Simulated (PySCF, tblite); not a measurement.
Species: CH₅NSi.
Numbering: `[CH2:1]=[N:2][SiH3:3]` (hydrogens: H4, H5 on C1; H6, H7, H8 on Si3)

Computed geometry: GFN2-xTB, gas phase.

(1) What internal coordinates does the optimisation give?

Results:

(1) 
```csv
bond,length (bohr)
C1=N2,2.353
N2–Si3,3.256
C1–H4,2.070
C1–H5,2.056
"Si3–H6, Si3–H7, Si3–H8",2.765
```

Bonds in one row agree within 0.02 bohr and their mean is given. A selection of angles:
```csv
angle,degrees
N2–C1–H4,125.0
N2–C1–H5,119.5
H4–C1–H5,115.5
C1–N2–Si3,134.7
N2–Si3–H6,102.9
N2–Si3–H8,117.1
H6–Si3–H7,113.4
H6–Si3–H8,110.3
```

Si3 (SiH3 silicon) is distorted tetrahedral (angles from 102.7° to 117.1°).

Point group: Cs (every atom within 0.08 Å of its image). Its GFN2-xTB frequencies are all real (lowest 158 cm⁻¹).
